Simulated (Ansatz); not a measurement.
For hcp Au (model structure), LDA (plane waves, PAW; Ansatz, an electronic-structure program) gives:

* **lattice parameter a**: 2.838 Å
* **lattice parameter c**: 4.757 Å

Task: What does r²SCAN (Ansatz, PAW) give for the same quantities?

Result: 
- lattice constant a: 2.891 Å (increases by 1.9 %)
- lattice parameter c: 4.857 Å (goes up by 2.1 %)

Changes are worked out from the printed values.

Unless a cell is named, each level is at its own relaxed cell (LDA 16.59, r²SCAN 17.58 Å³/atom).

Levels without +SOC leave out spin–orbit coupling, which shifts energies and cells of such heavy elements.

Ansatz's density-functional and Hartree–Fock values are scalar-relativistic unless marked +SOC, with PAW data made under PBE.

A model structure was made by putting elements into a prototype or built by hand; it is no filed structure, need not be a known phase, and can be a saddle point held by its symmetry.
